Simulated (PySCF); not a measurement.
# Running PySCF for H3NO

Input:

```python
from pyscf import gto, scf, cc

mol = gto.M(
    atom='N 0 0.4982 0.3525; O 0 -0.5938 -0.4201; H 0.8218 0.5599 0.9774; H -0.8218 0.5599 0.9774; H 0 1.382 -0.1845',
    basis='ano-rcc-vdzp',
    charge=0,
    spin=0,
    symmetry=True,
    verbose=4,
)
mf = scf.RHF(mol)
mf = mf.sfx2c1e()
mf.kernel()
mycc = cc.CCSD(mf)
mycc.kernel()
e = mycc.eaccsd(nroots=3)[0]
print('roots (eV) =', (e*27.211386).round(3))
mf.dip_moment()
print('orbital energies (hartree):', mf.mo_energy[..., max(0, mol.nelec[1]-3):mol.nelec[0]+3].round(4))
```

```bash
$ OMP_NUM_THREADS=1 python input.py
```

It prints (some set-up lines and the per-cycle HOMO/LUMO lines with their warnings removed):

```
PySCF version 2.14.0

[INPUT] verbose = 4
[INPUT] num. atoms = 5
[INPUT] num. electrons = 18
[INPUT] charge = 0
[INPUT] spin (= nelec alpha-beta = 2S) = 0
[INPUT] symmetry True subgroup None
[INPUT] Mole.unit = angstrom
[INPUT] Symbol           X                Y                Z      unit          X                Y                Z       unit  Magmom
[INPUT]  1 N      0.000000000000   0.498200000000   0.352500000000 AA    0.000000000000   0.941461555258   0.666128458909 Bohr   0.0
[INPUT]  2 O      0.000000000000  -0.593800000000  -0.420100000000 AA    0.000000000000  -1.122119372767  -0.793873944930 Bohr   0.0
[INPUT]  3 H      0.821800000000   0.559900000000   0.977400000000 AA    1.552976929168   1.058057657144   1.847018314150 Bohr   0.0
[INPUT]  4 H     -0.821800000000   0.559900000000   0.977400000000 AA   -1.552976929168   1.058057657144   1.847018314150 Bohr   0.0
[INPUT]  5 H      0.000000000000   1.382000000000  -0.184500000000 AA    0.000000000000   2.611601504149  -0.348654469982 Bohr   0.0

nuclear repulsion = 40.2469419954527
point group symmetry = Cs
symmetry origin: [0.         0.13005515 0.09207166]
symmetry axis x: [ 0.         -0.81633384 -0.57758035]
symmetry axis y: [ 0.         -0.57758035  0.81633384]
symmetry axis z: [1. 0. 0.]
num. orbitals of irrep A' = 29
num. orbitals of irrep A" = 14
number of shells = 12
number of NR pGTOs = 182
number of NR cGTOs = 43
basis = ano-rcc-vdzp
ecp = {}

******** <class 'pyscf.x2c.sfx2c1e.sfX2C1eSymAdaptedRHF'> ********
method = sfX2C1eSymAdaptedRHF
initial guess = minao
damping factor = 0
level_shift factor = 0
DIIS = <class 'pyscf.scf.diis.CDIIS'>
diis_start_cycle = 1
diis_space = 8
diis_damp = 0
SCF conv_tol = 1e-09
SCF conv_tol_grad = None
SCF max_cycles = 50
direct_scf = True
direct_scf_tol = 1e-13

******** <class 'pyscf.x2c.sfx2c1e.SpinFreeX2CHelper'> ********
approx = 1e
xuncontract = 1
Freeze 0 electrons in irreps []
    18 free electrons in irreps A' A"
Set gradient conv threshold to 3.16228e-05
Initial guess from minao.
init E= -131.190398062306
cycle= 1 E= -130.930058778143  delta_E= 0.26  |g|= 0.816  |ddm|= 3.02
cycle= 2 E= -131.007174967801  delta_E= -0.0771  |g|= 0.611  |ddm|= 1.32
cycle= 3 E= -131.079497114533  delta_E= -0.0723  |g|= 0.049  |ddm|= 0.59
cycle= 4 E= -131.080523473118  delta_E= -0.00103  |g|= 0.0174  |ddm|= 0.0819
cycle= 5 E= -131.080672985355  delta_E= -0.00015  |g|= 0.00808  |ddm|= 0.0396
cycle= 6 E= -131.080704076621  delta_E= -3.11e-05  |g|= 0.00174  |ddm|= 0.0176
cycle= 7 E= -131.080706148345  delta_E= -2.07e-06  |g|= 0.000315  |ddm|= 0.0063
cycle= 8 E= -131.080706195789  delta_E= -4.74e-08  |g|= 3.66e-05  |ddm|= 0.000865
cycle= 9 E= -131.080706196463  delta_E= -6.74e-10  |g|= 7e-06  |ddm|= 0.000101
Extra cycle  E= -131.080706196485  delta_E= -2.18e-11  |g|= 2.41e-06  |ddm|= 1.28e-05
converged SCF energy = -131.080706196485

******** <class 'pyscf.cc.ccsd.CCSD'> ********
CC2 = 0
CCSD nocc = 9, nmo = 43
max_cycle = 50
direct = 0
conv_tol = 1e-07
conv_tol_normt = 1e-05
diis_space = 6
diis_start_cycle = 0
diis_start_energy_diff = 1e+09
Init t2, MP2 energy = -131.465308339297  E_corr(MP2) -0.384602142811747
Init E_corr(CCSD) = -0.384602142814001
cycle = 1  E_corr(CCSD) = -0.386785315325593  dE = -0.00218317251  norm(t1,t2) = 0.0469554
cycle = 2  E_corr(CCSD) = -0.396450027529689  dE = -0.0096647122  norm(t1,t2) = 0.0151932
cycle = 3  E_corr(CCSD) = -0.397144425226966  dE = -0.000694397697  norm(t1,t2) = 0.0087386
cycle = 4  E_corr(CCSD) = -0.398770017259911  dE = -0.00162559203  norm(t1,t2) = 0.00376603
cycle = 5  E_corr(CCSD) = -0.39885480360745  dE = -8.47863475e-05  norm(t1,t2) = 0.00161191
cycle = 6  E_corr(CCSD) = -0.398745656874864  dE = 0.000109146733  norm(t1,t2) = 0.000758282
cycle = 7  E_corr(CCSD) = -0.398728498547425  dE = 1.71583274e-05  norm(t1,t2) = 0.000218695
cycle = 8  E_corr(CCSD) = -0.398741212190162  dE = -1.27136427e-05  norm(t1,t2) = 7.86853e-05
cycle = 9  E_corr(CCSD) = -0.398739635685121  dE = 1.57650504e-06  norm(t1,t2) = 2.13668e-05
cycle = 10  E_corr(CCSD) = -0.398739864038656  dE = -2.28353535e-07  norm(t1,t2) = 6.11685e-06
cycle = 11  E_corr(CCSD) = -0.398739785679019  dE = 7.83596374e-08  norm(t1,t2) = 2.21561e-06
CCSD converged
E(CCSD) = -131.4794459821638  E_corr = -0.3987397856790188

******** <class 'pyscf.cc.eom_rccsd.EOMEA'> ********
max_space = 20
max_cycle = 50
conv_tol = 1e-07
partition = None
EOM-CCSD root 0 E = 0.04420926530594399  qpwt = 0.991711  conv = True
EOM-CCSD root 1 E = 0.1304785560439793  qpwt = 0.98843  conv = True
EOM-CCSD root 2 E = 0.1304828617169058  qpwt = 0.988433  conv = True
roots (eV) = [1.203 3.551 3.551]
Dipole moment(X, Y, Z, Debye): -0.00000,  4.62703,  3.27383
orbital energies (hartree): [-0.5961 -0.3865 -0.3865  0.0603  0.1487  0.1487]
```

In short: E(SCF) = -131.080706 Eh, 9 cycles, E(CCSD) − E(SCF) = -0.39874 Eh, μ(SCF) = 5.67 D, attachment roots 1.203, 3.551, 3.551 eV.

Hardware: Arm Neoverse N1, 1 thread, shared host. Wall time 6.2 s, peak memory 0.16 GiB.

Positive EA roots mean that the added electron is unbound.
